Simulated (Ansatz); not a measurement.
## Ansatz (development build ahead of 0.2.0) run

```yaml
crystal:
  periodic: [false, false, false]
  atoms:
    - { symbol: P, position_ang: [-0.01828, -0.04447, -0.48737] }
    - { symbol: "N", position_ang: [-0.04509, 0.01867, 1.00408] }
basis:
  gaussian: { orbitals: def2-TZVP }
hamiltonian:
  xc: hf
```

The input is written out in the form of the current development build from the run's settings.

The run gave:

```yaml
Converged: yes
Total_energy: -395.17444 hartree
Spin_squared_of_the_determinant: 0.000
```

Caution: in another basis set an unrestricted determinant lies well below.
